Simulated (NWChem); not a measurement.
System: formaldehyde (CH2O); SMILES C=O

Results from NWChem. Pople sets run with spherical d functions. Coordinates come from a PBE0/def2-SVP optimisation. Computed dipoles belong to the equilibrium geometry; the measured one is vibrationally averaged.

Measured dipole moment: 2.33 D (NIST CCCBDB, as tabulated in the package chemicals).

```csv
level,dipole moment (D),computed − measured
B3LYP/STO-3G,1.28,-1.05
B3LYP/3-21G,1.99,-0.34
B3LYP/6-31G*,2.13,-0.20
B3LYP/6-31+G*,2.44,+0.11
B3LYP/def2-SVP,2.11,-0.22
B3LYP/def2-SVPD,2.39,+0.06
B3LYP/def2-TZVP,2.30,-0.03
B3LYP/6-311++G**,2.42,+0.09
B3LYP/aug-cc-pVTZ,2.35,+0.02
```
